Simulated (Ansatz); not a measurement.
# GaS (P6₃/mmc, No. 194)

Computed with HSE06 (plane waves, PAW; Ansatz, a first-principles code).

Run with plane-wave cutoff 460 eV, 9×9×2 k mesh (along the axes of the cell as run), Fermi–Dirac smearing 0.01 eV, scalar-relativistic PAW data made under PBE.

Cell (relaxed at this level):

```yaml
crystal:
  lattice:
    - [3.59880, 0.00000, 0.00000]
    - [-1.79940, 3.11665, 0.00000]
    - [0.00000, 0.00000, 17.31809]
  atoms:
    - { symbol: Ga, position: [0.33333, 0.66667, 0.17895] }
    - { symbol: Ga, position: [0.66667, 0.33333, 0.67895] }
    - { symbol: Ga, position: [0.33333, 0.66667, 0.32105] }
    - { symbol: Ga, position: [0.66667, 0.33333, 0.82105] }
    - { symbol: S, position: [0.33333, 0.66667, 0.61742] }
    - { symbol: S, position: [0.66667, 0.33333, 0.11742] }
    - { symbol: S, position: [0.33333, 0.66667, 0.88258] }
    - { symbol: S, position: [0.66667, 0.33333, 0.38258] }
```

For GaS (P6₃/mmc, No. 194), the band gap is 2.91 eV (indirect) and the smallest direct gap on the k points sampled is 3.12 eV.

Measured, for comparison: band gap 2.5 eV (temperature not stated, no zero-point or thermal correction, compiled measured gap; kind and temperature not stated; as tabulated in Kothakonda et al. (2022), arXiv:2208.02841).

Note: the cell comes from a level without a dispersion term, which matters for the spacing of layers, chains or molecules; the volume lies 13 % above that of the published cell; the cell has widely spaced layers and the level no dispersion term, so their spacing and the moduli can rest on weak binding.

Spin–orbit coupling is not included.

The result took around 60 core-minutes (rough).
